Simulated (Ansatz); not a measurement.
Tb2O3 (Ia-3, No. 206) was calculated with PBEsol (Ansatz, a program for electronic structure, plane waves, PAW).

Run with plane-wave cutoff 500 eV, 6×6×6 k mesh, Fermi–Dirac smearing 0.05 eV, spin-polarised start, scalar-relativistic PAW data made under PBE.

Computed at the level's own relaxed cell.

### Question
Predict the volume per atom and lattice constant a.

### Answer

volume per atom: 14.92 Å³/atom
lattice constant a: 10.607 Å

Note: the magnetic order was assumed, not searched for or taken from measurement; the relaxation could not lower the start's symmetry, so the cell can be a saddle point above a distorted one; the 4f shell is treated without U or exact exchange, so its levels and filling can be wrong.

Spin–orbit coupling is not included.

Computed values are for the static lattice.
